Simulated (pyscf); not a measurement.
Single points on ωB97X-D3(BJ)/def2-SVP structures (PySCF, gas phase).

Problem. Estimate by transition-state theory the rate constant of H₃Si–SiH(SiH₃)–SiH₂–Cl + hydrogen (H₂) -> H₃Si–SiH(SiH₃)–SiH₃ + hydrogen chloride (HCl) (singlet surface; Cl–Si, H–H broken, H–Si, Cl–H formed) at 1200 K, with ωB97M-D3(BJ)/def2-TZVP energies (ideal gas, 1 atm, RRHO with modes under 100 cm⁻¹ raised to 100, one conformer, R ln 2 for chiral ones without a mode under 150 cm⁻¹; no tunnelling).

Solution. The electronic barrier is 47.8 kcal/mol and the thermal terms add +42.1, so ΔG‡ = 89.9 kcal/mol. With k_BT/h = 2.50e+13 s⁻¹ and RT = 2.385 kcal/mol, and a volume of 1.64e-19 cm³ per molecule at 1 atm, k = 1.7e-22 cm³ molecule⁻¹ s⁻¹. Wigner's tunnelling factor for 612i cm⁻¹ would be 1.02. A shift of 1 kcal/mol in the barrier changes k by a factor 1.5. At the saddle there is also a short H–Si contact that neither side keeps. One saddle was located; it need not be the lowest between these sides.
